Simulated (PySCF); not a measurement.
**F: ionisation energy**

F [He] 2s2 2p5 (2P) → F⁺ [He] 2s2 2p4 (3P), as a difference of total energies. All numbers are calculated (PySCF 2.14, no relativity, point nucleus, in def2-SVP (3s2p1d, 14 functions)). Correlated levels: valence: 1s2 frozen. The calculations carry no spin-orbit coupling.

```
           method  ionisation energy (eV)  error (eV)
              UHF                  15.772      -1.655
            M06-L                  17.523      +0.096
             MN15                  17.431      +0.004
    MP2 (valence)                  16.959      -0.468
SCS-MP2 (valence)                  16.914      -0.513
   CCSD (valence)                  16.879      -0.548
CCSD(T) (valence)                  16.881      -0.546
```

Reference: 17.427 eV (measured; NIST levels, between the centres of gravity of the two terms).

Errors of the correlated levels include the incompleteness of this basis and the frozen core.
